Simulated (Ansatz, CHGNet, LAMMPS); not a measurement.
## Equilibrium lattice constant a of hcp Mg: levels of theory against measurement

Reference value: 3.209 Å (measured, 293 K, no zero-point or thermal correction; as tabulated in Wikipedia's data pages).

Question: What do Lennard-Jones uff-vdw, CHGNet 0.3.0, LDA, PBE, rVV10 give, and how far is each from the reference?

Answer: 
```tsv
level (code)	value (Å)	difference (%)
Lennard-Jones uff-vdw (LAMMPS)	2.936	-8.51
CHGNet 0.3.0	3.207	-0.06
LDA (Ansatz)	3.134	-2.34
PBE (Ansatz)	3.196	-0.41
rVV10 (Ansatz)	3.176	-1.03
```

Leaving aside Lennard-Jones uff-vdw (doubt noted below): The reference is not for a static lattice or low temperature, so close values are not ranked against it. Off by more than 1.25 %, or 1.75 % on the side where a correction would as a rule narrow the miss (bounds picked here): LDA (-2.34 %).

The reference isn't brought to a static lattice, while the calculations are for one, so the differences are not the levels' errors alone.  Lennard-Jones uff-vdw: the cell moved over 20 % in volume from its start. Lennard-Jones uff-vdw: this is a force field's van der Waals term alone, without bonds or charges. Cutoffs and k meshes differ between the levels. Ansatz's density-functional and Hartree–Fock values are scalar-relativistic unless marked +SOC, with PAW data made under PBE.

Machine-learned potentials (CHGNet 0.3.0) are trained on DFT data: a solid inside that data is no test of them.

Differences are worked out from the printed values.

Ansatz is a program for electronic structure.
